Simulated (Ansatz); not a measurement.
AlH4NO, SMILES [NH2][AlH][OH], the energy of protonation at one site

Program: Ansatz 0.2.0, Python API.

`alh4no.xyz`
```text
7

N    -0.96760    0.35920   -0.89480
Al    0.27540    0.08030    0.46010
O     1.30900   -1.40870    0.37080
H    -1.62560   -0.37360   -0.86990
H    -1.53070    1.26340   -0.65390
H     0.43680    1.13100    1.66780
H     2.16390   -1.11960   -0.12590
```

`pa_alh4no.py`
```python
"""Adding a proton to AlH4NO."""

import ansatz
import numpy as np

molecule = ansatz.Crystal.molecule_from_extxyz("alh4no.xyz")

calculation = molecule.calculation()
calculation = calculation.basis(gaussian="def2-SVP")
calculation = calculation.functional("HF")
symbols = [site.symbol for site in molecule.cartesian_sites]
start = np.array([site.position_ang for site in molecule.cartesian_sites], dtype=float)
data = calculation.relax(force_tolerance=0.01, max_steps=100).run(threads=1, pin="off").report
end = np.array(data["positions_ang"])

# start the new hydrogen opposite the existing bonds
away = sum((end[2] - end[j]) / np.linalg.norm(end[2] - end[j]) for j in [1, 6]) + np.array([0.15, 0.1, -0.2])
proton = end[2] + 1.0 * away / np.linalg.norm(away)
acid = ansatz.Crystal.molecule()
for symbol, place in zip(symbols, end):
    acid = acid.atom(symbol, place.tolist())
acid = acid.atom("H", proton.tolist())
protonated = acid.calculation()
protonated = protonated.basis(gaussian="def2-SVP")
protonated = protonated.functional("HF").charge(1)
protonated = protonated.relax(force_tolerance=0.01, max_steps=80)
after = protonated.run(threads=1, pin="off").report
xyz = np.array(after["positions_ang"])
reach = np.linalg.norm(xyz[:-1] - xyz[-1], axis=1)
print(f"base {data['free_energy_ev']:.5f} eV, protonated {after['free_energy_ev']:.5f} eV")
print(f"the proton ends {reach.min():.3f} A from {symbols[reach.argmin()]}{reach.argmin()}")
print(f"electronic proton affinity {23.060548 * (data['free_energy_ev'] - after['free_energy_ev']):.1f} kcal/mol")
```

```console
$ python pa_alh4no.py
base -10162.60862 eV, protonated -10171.59079 eV
the proton ends 0.957 A from O2
electronic proton affinity 207.1 kcal/mol
```

Notes:
- Total energies depend on the basis set; only differences at equal settings carry meaning.
- The proton is put on one chosen atom, which needn't be the most basic site, so the molecule's proton affinity can be higher; the ends are stationary points, not checked by frequencies, and zero-point and thermal terms count only where printed.
- Hartree-Fock leaves correlation out, so bond, atomisation and ionisation energies come out well too low.
- Timing: 13 s on 1 thread of Arm Neoverse V2, with other jobs on the host, peak memory 0.2 GiB.
